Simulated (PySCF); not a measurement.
hydrogen peroxide (H₂O₂), SMILES OO.

The structure is a stationary point at PBE-D3(BJ)/def2-TZVP.

Calculation: PBE/def2-TZVPD (PySCF).

Symmetry labels are those of the subgroup C2 that the program uses (full group C2).

Computed valence orbital energies around the gap with their symmetry:
```json
[
 {"orbital": "HOMO−7", "symmetry": "A", "energy (eV)": "-511.99"},
 {"orbital": "HOMO−6", "symmetry": "A", "energy (eV)": "-28.05"},
 {"orbital": "HOMO−5", "symmetry": "B", "energy (eV)": "-22.49"},
 {"orbital": "HOMO−4", "symmetry": "A", "energy (eV)": "-13.33"},
 {"orbital": "HOMO−3", "symmetry": "B", "energy (eV)": "-12.05"},
 {"orbital": "HOMO−2", "symmetry": "A", "energy (eV)": "-10.31"},
 {"orbital": "HOMO−1", "symmetry": "A", "energy (eV)": "-7.60"},
 {"orbital": "HOMO", "symmetry": "B", "energy (eV)": "-6.46"},
 {"orbital": "LUMO", "symmetry": "B", "energy (eV)": "-1.58"},
 {"orbital": "LUMO+1", "symmetry": "A", "energy (eV)": "-0.54"},
 {"orbital": "LUMO+2", "symmetry": "B", "energy (eV)": "0.58"},
 {"orbital": "LUMO+3", "symmetry": "B", "energy (eV)": "1.57"}
]
```
